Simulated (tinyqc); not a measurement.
Inside a calculation. Method: harmonic frequencies on the LDA (VWN5)/sto-3g surface (energies and gradients from PySCF), for H2O, spin multiplicity 1. Computed by tinyqc, a small Python program that keeps every step (integrals from PySCF). Settings: charge = 0, multiplicity = 1, basis = sto-3g, functional = lda,vwn, delta = 0.005. Command: `OMP_NUM_THREADS=1 python tinyqc.py 23527 23528 out.jsonl` (the two numbers bound the seeds that draw the settings). One thread of a shared host (Intel(R) Xeon(R) Processor @ 2.60GHz), about 6 s of CPU time with the checks.

## One row of the Hessian: 3Hy

optimised positions (bohr):
```
            x          y          z
1O  -0.008019   0.002331  -0.079103
2H  -0.012738   1.454801   1.219030
3H   0.096360  -1.455275   1.209058
```

gradient at +delta (hartree/bohr):
```
              x            y            z
1O   0.00008773  -0.00142990   0.00077013
2H   0.00001553  -0.00015528   0.00025219
3H  -0.00009920   0.00159235  -0.00102098
```

gradient at -delta (hartree/bohr):
```
              x            y            z
1O  -0.00008025   0.00143905  -0.00076939
2H  -0.00001685   0.00019684  -0.00024551
3H   0.00010033  -0.00162893   0.00101630
```

Displace 3Hy by +/-0.005 bohr; H(k, :) = (g(+) - g(-)) / (2 delta).

row of the Hessian (hartree/bohr^2): 1Ox 0.01679883, 1Oy -0.28689450, 1Oz 0.15395130, 2Hx 0.00323851, 2Hy -0.03521199, 2Hz 0.04977023, 3Hx -0.01995293, 3Hy 0.32212712, 3Hz -0.20372761

## Hessian by finite differences

All rows are made in the same way, and the matrix is symmetrised.

Hessian (symmetrised) (hartree/bohr^2):
```
             1Ox          1Oy          1Oz          2Hx          2Hy          2Hz          3Hx          3Hy
1Ox   0.00147666  -0.02159158   0.01894068  -0.00015181   0.00477662   0.00002960  -0.00136125   0.01675539
1Oy  -0.02159158   0.57221419   0.00099760   0.00093779  -0.28530967  -0.25476522   0.02060761  -0.28690469
1Oz   0.01894068   0.00099760   0.49396511  -0.00372488  -0.15495531  -0.24839298  -0.01523362   0.15395412
2Hx  -0.00015181   0.00093779  -0.00372488   0.00022461  -0.00417325   0.00143806  -0.00004048   0.00323907
2Hy   0.00477662  -0.28530967  -0.15495531  -0.00417325   0.32051145   0.20499748  -0.00059996  -0.03521202
2Hz   0.00002960  -0.25476522  -0.24839298   0.00143806   0.20499748   0.23791272  -0.00146749   0.04977008
3Hx  -0.00136125   0.02060761  -0.01523362  -0.00004048  -0.00059996  -0.00146749   0.00140579  -0.01995169
3Hy   0.01675539  -0.28690469   0.15395412   0.00323907  -0.03521202   0.04977008  -0.01995169   0.32212712
3Hz  -0.01897604   0.25378048  -0.24560968   0.00228698  -0.05005301   0.01051100   0.01670671  -0.20372621

             3Hz
1Ox  -0.01897604
1Oy   0.25378048
1Oz  -0.24560968
2Hx   0.00228698
2Hy  -0.05005301
2Hz   0.01051100
3Hx   0.01670671
3Hy  -0.20372621
3Hz   0.23510550
```

## Normal modes

masses (u): 1O 15.994915, 2H 1.007825, 3H 1.007825

Diagonalise H_ij / sqrt(m_i m_j); the 6 smallest eigenvalues belong to translations and rotations; wavenumber = sqrt(eigenvalue / 1822.888) x 219474.63; each mode has its largest component positive (the first on a tie); zero-point energy = sum of wavenumbers / 2, with 349.755 1/cm per kcal/mol.

eigenvalues of the mass-weighted Hessian (hartree/(bohr^2 u)): -0.000014  -0.000006  -0.000001  0.000010  0.000012  0.000025  0.147878  0.482777  0.544680

harmonic wavenumbers of the vibrations (1/cm): 1976.8  3571.7  3793.8

mass-weighted modes:
```
        mode 1     mode 2     mode 3
1Ox  -0.010065   0.007987   0.009616
1Oy   0.000536  -0.000434  -0.256281
1Oz  -0.262385   0.207074  -0.000899
2Hx   0.036554   0.004901  -0.001654
2Hy  -0.438748  -0.553831   0.509644
2Hz   0.521229  -0.414338   0.455492
3Hx   0.003739  -0.036693  -0.036621
3Hy   0.436690   0.555574   0.511327
3Hz   0.524238  -0.410632  -0.451904
```

zero-point energy = 13.355487 kcal/mol
